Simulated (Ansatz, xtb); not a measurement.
## C5H3N: which of two isomers lies lower

We compare X, `C#C/C=C\C#N`, a singlet, with Y, `C#CC(=C)C#N`, a singlet. Both are isolated molecules in the gas phase, relaxed with PBE0-D3(BJ)/def2-SVP.

Energies in hartree; the thermal terms are from PBE0-D3(BJ)/def2-SVP harmonic frequencies (ideal gas, rigid rotor, one conformer each, 298.15 K, 1 atm) and include the zero-point energy:

```
                              X           Y
E, CCSD(T)/def2-SVP  −246.099196  −246.096187
    E, MP2/def2-SVP  −246.034398  −246.030508
  E, MP2/def2-TZVPP  −246.475050  −246.470114
  zero-point energy     0.060947     0.060744
       H(298 K) − E     0.067724     0.067531
       G(298 K) − E     0.031528     0.031506
```

Task: Correct the CCSD(T) difference for the basis set by the MP2 change, then work out ΔE, ΔE₀, ΔH and ΔG for X → Y in kcal/mol (1 Eh = 627.51 kcal/mol) and the equilibrium ratio [Y]/[X].

Result: 1. Differences Y − X: CCSD(T) +0.003009, MP2 in the small set +0.003890, MP2 in the large set +0.004936 Eh.
2. ΔE = +0.003009 + (+0.004936 − (+0.003890)) = +0.004055 Eh = +2.54 kcal/mol.
3. ΔE₀ = ΔE + ΔZPE = +0.004055 + (−0.000203) Eh = +2.42 kcal/mol.
4. ΔH = ΔE + (−0.000193) Eh = +2.42 kcal/mol.
5. ΔG = ΔE + (−0.000022) Eh = +2.53 kcal/mol, so ΔS = (ΔH − ΔG)/T = −1.5 J/(mol K).
6. kT = 0.9442 mEh, so K = [Y]/[X] = exp(−ΔG/kT) = exp(−4.27) ≈ 0.014.

Structure X is favoured at this temperature. An error of 1 kcal/mol in ΔG would change K by a factor of 5.4. Mirror images and further conformers aren't counted.

As drawn, both hold the same kinds of bond in the same numbers.

Other levels gave ΔE = +2.7 (GFN2-xTB); +1.7 (HF/STO-3G, GFN2-xTB geometries); +4.6 (r2SCAN-D4/def2-SVP, GFN2-xTB geometries); +4.0 (PBE0-D3(BJ)/def2-SVP); +2.2 (HF/def2-SVP); +2.4 (MP2/def2-SVP); +1.9 (CCSD(T)/def2-SVP) kcal/mol. The correlated steps freeze 6 core orbitals. Programs: Ansatz 0.2.0, xtb 6.7.1.
